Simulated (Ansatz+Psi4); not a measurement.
# doublet C3H8(+): levels of theory in one basis

```xyz
11

C     0.0000    0.4314   -0.0028
H     0.0066    1.0546    0.8842
H     0.0099    1.0504   -0.8709
C     1.2784   -0.4391    0.0096
H     1.2727   -1.0640    0.8853
H     1.2657   -1.0570   -0.8816
C     2.5308    0.4385   -0.0077
H     2.5305    1.0699    0.8700
H     2.5348    1.0664   -0.8874
H    -0.8883   -0.2003   -0.0011
H     3.4377   -0.2068    0.0057
```

Basis set: cc-pVTZ (spherical functions). Left uncorrelated: 3 orbitals. Correlation on ROHF uses semicanonical orbitals with singles. Charge 1, multiplicity 2.

Computed with Ansatz (development build ahead of 0.2.0); each method stands on the lowest determinant of its kind that the runs found.

```
  method  E − E(ROHF) (eV)  <S²> of the determinant
    ROHF              0.00                     0.75
     UHF             -0.14                     0.76
ROHF-MP2            -13.83                        –
 UHF-MP2            -13.84                     0.76
```

Caution for ROHF-MP2, UHF-MP2: MP2 on this radical cation hangs on the determinant chosen.
